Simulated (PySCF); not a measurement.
A geometry optimisation, step by step.

Compound: cyclopropenone, C3H2O.
Bonds: O1–C2 (double), C2–C3, C3–C4 (double), C2–C4. Hydrogens: H5 on C3; H6 on C4.

Computed by this run: PBE0-D3(BJ)/def2-SVP geometry optimisation, gas phase in PySCF; density fitting, grid level 1; the optimiser is geomeTRIC in internal coordinates, started from an MMFF94s structure with every atom displaced at random (about 0.03 Å). The frame can shift and turn from step to step; on so coarse a grid that alone can change the energy by a few meV, and forces under 0.02 eV/Å are noise.

Step 0: E = -5177.5712 eV, largest atomic force 7.609 eV/Å
```
atom  x, y, z in Å  |  force x, y, z in eV/Å
O1      2.032   -0.347    0.082   -3.780   0.600  -0.190
C2      0.798   -0.125    0.022    6.798  -3.408   0.272
C3     -0.568   -0.605   -0.057    3.307   2.986   0.218
C4     -0.229    0.720   -0.009   -5.107   1.788  -0.177
H5     -1.193   -1.423   -0.105   -1.896  -1.687  -0.128
H6     -0.778    1.685   -0.003    0.679  -0.280   0.004
```

Step 1: E = -5177.8988 eV, largest atomic force 2.109 eV/Å
```
atom  x, y, z in Å  |  force x, y, z in eV/Å
O1      2.039    0.027    0.073   -0.143  -1.269  -0.017
C2      0.845   -0.126    0.022    0.472   2.055   0.030
C3     -0.459   -0.686   -0.046    0.099  -1.510  -0.034
C4     -0.370    0.637   -0.014   -0.061   0.903   0.050
H5     -1.119   -1.554   -0.094   -0.136  -0.008  -0.003
H6     -0.873    1.607   -0.010   -0.231  -0.171  -0.026
```

Step 2: E = -5178.0395 eV, largest atomic force 1.087 eV/Å
```
atom  x, y, z in Å  |  force x, y, z in eV/Å
O1      2.051   -0.048    0.074   -0.192  -0.576  -0.018
C2      0.853   -0.088    0.022    0.182   1.071   0.021
C3     -0.442   -0.678   -0.046    0.042  -0.342  -0.011
C4     -0.376    0.665   -0.014    0.204  -0.178   0.026
H5     -1.098   -1.553   -0.093   -0.061   0.082   0.001
H6     -0.925    1.607   -0.012   -0.175  -0.057  -0.019
```

Step 3: E = -5178.0789 eV, largest atomic force 0.250 eV/Å
```
atom  x, y, z in Å  |  force x, y, z in eV/Å
O1      2.059   -0.110    0.073    0.127   0.022   0.004
C2      0.865   -0.053    0.023   -0.234   0.089  -0.006
C3     -0.425   -0.666   -0.045   -0.021  -0.095  -0.009
C4     -0.373    0.678   -0.013    0.172  -0.058   0.018
H5     -1.088   -1.534   -0.092   -0.026   0.049   0.001
H6     -0.975    1.589   -0.014   -0.019  -0.007  -0.008
```

Step 4: E = -5178.0798 eV, largest atomic force 0.095 eV/Å
```
atom  x, y, z in Å  |  force x, y, z in eV/Å
O1      2.061   -0.106    0.073   -0.014   0.012  -0.001
C2      0.866   -0.053    0.023   -0.066   0.045  -0.002
C3     -0.425   -0.668   -0.045    0.022  -0.034  -0.004
C4     -0.371    0.676   -0.013    0.083  -0.044   0.013
H5     -1.093   -1.531   -0.092   -0.021   0.024   0.001
H6     -0.975    1.586   -0.015   -0.004  -0.003  -0.006
```

Step 5: E = -5178.0802 eV, largest atomic force 0.021 eV/Å
```
atom  x, y, z in Å  |  force x, y, z in eV/Å
O1      2.061   -0.102    0.073   -0.007  -0.001   0.001
C2      0.866   -0.052    0.024    0.010   0.003  -0.002
C3     -0.424   -0.670   -0.045    0.019   0.004  -0.001
C4     -0.368    0.674   -0.012   -0.018  -0.009   0.005
H5     -1.099   -1.528   -0.093   -0.009   0.001   0.000
H6     -0.974    1.583   -0.016    0.005   0.003  -0.003
```

Task: Summarise the path.

Result: The energy falls by 49.11 kJ/mol from step 0 to step 5; nine tenths of that is first reached at step 2. It falls at every step. The largest force goes from 7.609 to 0.021 eV/Å. Among the bonds C2–C4 changes most, from 1.330 to 1.432 Å; the atoms move by 0.056 Å rms after alignment.

What follows is the cost of the whole optimisation. The run took 6.4 s of wall time on Arm Neoverse V1, one thread, on a shared host, and the process peaked at 0.28 GiB of memory.
